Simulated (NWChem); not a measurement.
Everything below was run with NWChem. System: hydroxide (HO (-1)), charge -1, spin multiplicity 1, at a geometry optimised with PBE0/def2-SVP. Level: CCSD(T)/def2-TZVPD, 1 core orbitals frozen.

NWChem printed:

```
             Northwest Computational Chemistry Package (NWChem) 7.3.0
             --------------------------------------------------------

                                NWChem Input Module
                                -------------------

 Scaling coordinates for geometry "geometry" by  1.889725989
 (inverse scale =  0.529177249)

 Turning off AUTOSYM since
 SYMMETRY directive was detected!

                             Geometry "geometry" -> ""
                             -------------------------

 Output coordinates in angstroms (scale by  1.889725989 to convert to a.u.)

  No.       Tag          Charge          X              Y              Z
 ---- ---------------- ---------- -------------- -------------- --------------
    1 O                    8.0000     0.00000000     0.00000000     0.10895900
    2 H                    1.0000     0.00000000     0.00000000    -0.87167200

 Effective nuclear repulsion energy (a.u.)       4.3170346359

            Nuclear Dipole moment (a.u.)
            ----------------------------
        X                 Y               Z
 ---------------- ---------------- ----------------
     0.0000000000     0.0000000000     0.0000000000

      Symmetry information
      --------------------

 Group name             C2v
 Group number             16
 Group order               4
 No. of unique centers     2

      Symmetry unique atoms

     1    2


 Summary of "ao basis" -> "" (spherical)
 ------------------------------------------------------------------------------
       Tag                 Description            Shells   Functions and Types
 ---------------- ------------------------------  ------  ---------------------
 *                         def2-tzvpd                 on all atoms

 Summary of "ao basis" -> "ao basis" (spherical)
 ------------------------------------------------------------------------------
       Tag                 Description            Shells   Functions and Types
 ---------------- ------------------------------  ------  ---------------------
 O                         def2-tzvpd               14       40   6s4p3d1f
 H                         def2-tzvpd                5        9   3s2p

                                 NWChem SCF Module
                                 -----------------

  ao basis        = "ao basis"
  functions       =    49
  atoms           =     2
  closed shells   =     5
  open shells     =     0
  charge          =  -1.00
  wavefunction    = RHF
  use symmetry    = T
  symmetry adapt  = T

 Summary of "ao basis" -> "ao basis" (spherical)
 ------------------------------------------------------------------------------
       Tag                 Description            Shells   Functions and Types
 ---------------- ------------------------------  ------  ---------------------
 O                         def2-tzvpd               14       40   6s4p3d1f
 H                         def2-tzvpd                5        9   3s2p

      Symmetry analysis of basis
      --------------------------

        a1         23
        a2          4
        b1         11
        b2         11

 Forming initial guess at       0.2s

      Superposition of Atomic Density Guess
      -------------------------------------

 Sum of atomic energies:         -75.28423846

 Renormalizing density from       9.00 to     10

      Non-variational initial energy
      ------------------------------

 Total energy =     -79.872487
 1-e energy   =    -124.411981
 2-e energy   =      40.222460
 HOMO         =       0.197728
 LUMO         =       0.289200

      Symmetry analysis of molecular orbitals - initial
      -------------------------------------------------

 !! scf_movecs_sym_adapt:   30 vectors were symmetry contaminated

  Symmetry fudging

 !! scf_movecs_sym_adapt:   28 vectors were symmetry contaminated

  Numbering of irreducible representations:

     1 a1          2 a2          3 b1          4 b2

  Orbital symmetries:

     1 a1          2 a1          3 a1          4 b1          5 b2
     6 a1          7 a1          8 b1          9 b2         10 a1
    11 b1         12 b2         13 a1         14 a1         15 a2

 Starting SCF solution at       0.6s

 ----------------------------------------------
[...]
   7     -0.2774547961  3.387D-06  6.368D-04     1.85     0.01     1.80
   8     -0.2774596178 -4.822D-06  2.206D-04     1.24     0.00     1.21
   9     -0.2774518660  7.752D-06  6.901D-05     1.38     0.00     1.35
  10     -0.2774530781 -1.212D-06  1.234D-05     1.38     0.00     1.35
  11     -0.2774538338 -7.557D-07  9.172D-06     1.14     0.00     1.11
  12     -0.2774537421  9.168D-08  2.225D-06     1.53     0.00     1.50
  13     -0.2774538002 -5.805D-08  8.977D-07     1.21     0.00     1.18
                  *************converged*************
-------------------------------------------------------------------------

 -----------
 CCSD Energy
 -----------
 Reference energy:             -75.413082520822400
 CCSD corr. energy:             -0.277453800156314
 Total CCSD energy:            -75.690536320978708

 --------------------------------
 Spin Component Scaled (SCS) CCSD
 --------------------------------
 Same spin contribution:                 -0.060906167007765
 Same spin scaling factor:                1.130000000000000
 Opposite spin contribution:             -0.216547633148549
 Opposite spin scaling fact.:             1.270000000000000
 SCS-CCSD correlation energy:            -0.343839462817431
 Total SCS-CCSD energy:                 -75.756921983639828
 memory            104852004

*********triples calculation*********

nkpass=    1; nvpass=    1; memdrv=          50556; memtrn=        1722780; memavail=      104851812
 memory available/node                      104851812
 total number of virtual orbitals        44
 number of virtuals per integral pass    44
 number of integral evaluations           1
 number of occupied per triples pass      4
 number of triples passes                 1

 commencing integral evaluation        1 at          20.51
  symmetry use  T
task         2 out of       190 done   1%  at       0.0 secs
task        10 out of       190 done   5%  at       0.1 secs
task        19 out of       190 done  10%  at       0.2 secs
task        29 out of       190 done  15%  at       0.3 secs
task        38 out of       190 done  20%  at       0.4 secs
task        48 out of       190 done  25%  at       0.5 secs
task        57 out of       190 done  30%  at       0.5 secs
task        67 out of       190 done  35%  at       0.6 secs
task        76 out of       190 done  40%  at       0.7 secs
task        86 out of       190 done  45%  at       0.7 secs
task        95 out of       190 done  50%  at       0.7 secs
task       105 out of       190 done  55%  at       0.8 secs
task       114 out of       190 done  60%  at       0.8 secs
task       124 out of       190 done  65%  at       0.8 secs
task       133 out of       190 done  70%  at       0.9 secs
task       143 out of       190 done  75%  at       0.9 secs
task       152 out of       190 done  80%  at       0.9 secs
task       162 out of       190 done  85%  at       1.0 secs
task       171 out of       190 done  90%  at       1.0 secs
task       181 out of       190 done  95%  at       1.0 secs
task       190 out of       190 done 100%  at       1.0 secs
 commencing triples evaluation - blocking       1
 ccsd(t): done        1 out of       44 progress:    2.3%
 ccsd(t): done        2 out of       44 progress:    4.5%
 ccsd(t): done        3 out of       44 progress:    6.8%
 ccsd(t): done        4 out of       44 progress:    9.1%
 ccsd(t): done        5 out of       44 progress:   11.4%
 ccsd(t): done        6 out of       44 progress:   13.6%
 ccsd(t): done        7 out of       44 progress:   15.9%
 ccsd(t): done        8 out of       44 progress:   18.2%
 ccsd(t): done        9 out of       44 progress:   20.5%
 ccsd(t): done       10 out of       44 progress:   22.7%
 ccsd(t): done       11 out of       44 progress:   25.0%
 ccsd(t): done       12 out of       44 progress:   27.3%
 ccsd(t): done       13 out of       44 progress:   29.5%
 ccsd(t): done       14 out of       44 progress:   31.8%
 ccsd(t): done       15 out of       44 progress:   34.1%
 ccsd(t): done       16 out of       44 progress:   36.4%
 ccsd(t): done       17 out of       44 progress:   38.6%
 ccsd(t): done       18 out of       44 progress:   40.9%
 ccsd(t): done       19 out of       44 progress:   43.2%
 ccsd(t): done       20 out of       44 progress:   45.5%
 ccsd(t): done       21 out of       44 progress:   47.7%
 ccsd(t): done       22 out of       44 progress:   50.0%
 ccsd(t): done       23 out of       44 progress:   52.3%
 ccsd(t): done       24 out of       44 progress:   54.5%
 ccsd(t): done       25 out of       44 progress:   56.8%
 ccsd(t): done       26 out of       44 progress:   59.1%
 ccsd(t): done       27 out of       44 progress:   61.4%
 ccsd(t): done       28 out of       44 progress:   63.6%
 ccsd(t): done       29 out of       44 progress:   65.9%
 ccsd(t): done       30 out of       44 progress:   68.2%
 ccsd(t): done       31 out of       44 progress:   70.5%
 ccsd(t): done       32 out of       44 progress:   72.7%
 ccsd(t): done       33 out of       44 progress:   75.0%
 ccsd(t): done       34 out of       44 progress:   77.3%
 ccsd(t): done       35 out of       44 progress:   79.5%
 ccsd(t): done       36 out of       44 progress:   81.8%
 ccsd(t): done       37 out of       44 progress:   84.1%
 ccsd(t): done       38 out of       44 progress:   86.4%
 ccsd(t): done       39 out of       44 progress:   88.6%
 ccsd(t): done       40 out of       44 progress:   90.9%
 ccsd(t): done       41 out of       44 progress:   93.2%
 ccsd(t): done       42 out of       44 progress:   95.5%
 ccsd(t): done       43 out of       44 progress:   97.7%
 ccsd(t): done       44 out of       44 progress:  100.0%
 Time for integral evaluation pass     1        1.06
 Time for triples evaluation pass      1        0.24

 pseudo-e(mp4)  -0.13066678496120E-01
 pseudo-e(mp5)   0.14419026205830E-02
        e(t)    -0.11624775875537E-01

 --------------
 CCSD(T) Energy
 --------------
 Reference energy:                     -75.413082520822400

 CCSD corr. energy:                     -0.277453800156314
 T(CCSD) corr. energy:                  -0.013066678496120
 Total CCSD+T(CCSD) energy:            -75.703602999474839

 CCSD corr. energy:                     -0.277453800156314
 (T) corr. energy:                      -0.011624775875537
 Total CCSD(T) energy:                 -75.702161096854255

 routine      calls  cpu(0)   cpu-min  cpu-ave  cpu-max   i/o
 aoccsd          1     0.00     0.00     0.00     0.00    0.00
 iterdrv         1     0.01     0.01     0.01     0.01    0.00
 pampt          13     0.04     0.04     0.04     0.04    0.00
 t2pm           13     0.08     0.08     0.08     0.08    0.00
 sxy            13     0.20     0.20     0.20     0.20    0.00
 ints       469300    17.02    17.02    17.02    17.02    0.00
 t2eri        2470     1.38     1.38     1.38     1.38    0.00
 idx2         2470     0.27     0.27     0.27     0.27    0.00
 idx34          13     0.01     0.01     0.01     0.01    0.00
 ht2pm          13     0.10     0.10     0.10     0.10    0.00
 itm            13     0.30     0.30     0.30     0.30    0.00
 pdiis          13     0.03     0.03     0.03     0.03    0.00
 triples         1     0.00     0.00     0.00     0.00    0.00
 rdtrpo          1     0.00     0.00     0.00     0.00    0.00
 trpmos          1     1.06     1.06     1.06     1.06    0.00
 trpdrv          1     0.05     0.05     0.05     0.05    0.00
 dovvv        3520     0.09     0.09     0.09     0.09    0.00
 doooo        3520     0.02     0.02     0.02     0.02    0.00
 tengy        2816     0.08     0.08     0.08     0.08    0.00
 Total                20.75    20.75    20.75    20.75    0.00

 Task  times  cpu:       22.6s     wall:       22.6s

 Total times  cpu:       22.7s     wall:       22.7s
```

Write an NWChem input that would produce this output.

Several could match; the one computed here: 
```
start mol
memory heap 100 mb stack 700 mb global 1900 mb
charge -1
geometry units angstroms nocenter noautoz
  O      0.000000     0.000000     0.108959
  H      0.000000     0.000000    -0.871672
  symmetry group C2v
end
basis spherical
  * library def2-tzvpd
end
scf
  rhf
  nopen 0
  maxiter 100
  thresh 1e-7
  semidirect memsize 60000000 filesize 0
end
ccsd
  freeze core 1
  maxiter 60
end
task ccsd(t) energy
```
